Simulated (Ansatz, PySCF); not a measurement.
Molecule: vinyl fluoride, C₂H₃F (charge 0, singlet). SMILES: C(F)=C
Geometry: optimised at B3LYP-D3(BJ)/def2-TZVP (Ansatz, a quantum-chemistry and plane-wave program).


Wanted: enthalpy of formation at 298 K (from the atomisation energy, B3LYP-D3(BJ)/def2-TZVP harmonic zero-point and thermal terms from PySCF, and the atoms' enthalpies of formation in the G2/97 table; no spin-orbit terms, and no core term in the frozen-core levels), in kcal/mol. Valence correlation only, unless marked. UHF or UKS for open shells. Spin-orbit coupling is left out. Non-relativistic. The coupled-cluster limit lacks core correlation, which all-electron functionals hold. CBS(X,Y): correlation extrapolated as X^-3; Hartree-Fock from the larger set. [CCSD(T)-MP2]/basis is that difference in the basis named.

```csv
level,program,enthalpy of formation at 298 K (kcal/mol)
HF/aug-cc-pVDZ,Ansatz,128.9
M06-L-D4/def2-TZVPD,PySCF + dftd4,-32.7
```

What does RI-MP2/CBS(aug-cc-pVTZ,aug-cc-pVQZ)+[CCSD(T)-MP2]/aug-cc-pVTZ (Ansatz) give?

-33.8 kcal/mol, so M06-L-D4/def2-TZVPD differs from it by 1.1 kcal/mol.
